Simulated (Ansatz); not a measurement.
## Worked example: correlation energy of HSiAs⁺, quartet

Geometry: that of the HSiAs, triplet, kept fixed. The doublet lies 0.6 eV lower here.

```yaml
atoms:
  - { symbol: Si, position_ang: [0.0000, -0.1044, 1.5718] }
  - { symbol: As, position_ang: [0.0000, 0.0229, -0.6206] }
  - { symbol: H, position_ang: [0.0000, 1.2046, 2.3294] }
```

Basis cc-pVDZ; Ansatz 0.2.0. Only valence electrons are correlated (noble-gas cores and the filled d shells of p-block atoms frozen), which leaves 9 electrons in 31 orbitals. Prefix R: restricted or restricted open-shell reference; prefix U: unrestricted. No spin–orbit coupling is included, and no scalar relativity.

Full CI isn't at hand for all of this; UCCSDTQ serves as the reference, and is uncertain by about the last step of the cluster series.

Runs differ by some tens of microhartree through their thresholds and, for an open shell, their frozen cores, so steps under 0.03 kcal/mol mean nothing.

| level | total energy (hartree) |
| --- | --- |
| UHF | -2523.345122 |
| UMP2 | -2523.467318 |
| UCCSD | -2523.500253 |
| UCCSD(T) | -2523.505454 |
| UCCSDT | -2523.506783 |
| UCCSDT(Q) | -2523.507103 |
| UCCSDTQ | -2523.507108 |

What is the correlation energy at UCCSDTQ, and what share of it do UMP2 and UCCSDT recover?

E(corr) = -2523.507108 − (-2523.345122) = -0.161986 hartree = -4.408 eV. UMP2: -0.122196 / -0.161986 = 75.44 %. UCCSDT: -0.161661 / -0.161986 = 99.80 %.

By how many kcal/mol does UCCSD(T) miss UCCSDTQ (1 hartree = 627.509 kcal/mol), and which steps make up the rest?

-2523.505454 − (-2523.507108) = 0.001654 hartree = 1.04 kcal/mol. Steps: UCCSDT − UCCSD(T) = -0.83, UCCSDT(Q) − UCCSDT = -0.20, UCCSDTQ − UCCSDT(Q) = 0.00 kcal/mol. Differences between like states or geometries often cancel part of this.
